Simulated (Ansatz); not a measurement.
# Multireference treatment of C4H4O, singlet

Calculated in Ansatz's Gaussian-basis code. Basis cc-pVTZ, nonrelativistic, 5 orbitals frozen in the corrections. State-specific CASSCF; RHF is the lowest restricted (open-shell) Hartree–Fock solution met. Solutions may break the symmetry of the shape. The lowest solution met needn't be the lowest there is, nor hold the orbitals that a chemist would pick.

Geometry:

```xyz
9

O    -0.0187   -0.0043    1.1691
C     0.0183    1.0999    0.3543
C     0.0083   -1.1051    0.3331
C    -0.0126    0.7209   -0.9487
C     0.0040   -0.6955   -0.9706
H     0.0112    2.0360    0.8413
H     0.0164   -2.0571    0.8427
H     0.0005    1.3520   -1.8266
H     0.0013   -1.3837   -1.8045
```

(1) What do CASSCF and its corrections give against RHF in CAS(6,5), and what are the occupations?

(2) Roughly how much CPU time does a whole run from the default start take (median of such runs, summed over threads; nearly all runs on one pinned thread of a shared server, mostly Xeon at 2.3 to 2.6 GHz, by a development driver)?

## Answers

(1) CASSCF -1.424 eV, SC-NEVPT2 -23.719 eV; occupations 1.99, 1.95, 1.91, 0.09, 0.06.

(2) CAS(6,5): about 1.7 min. Other jobs ran beside these, and the count of passes differs.
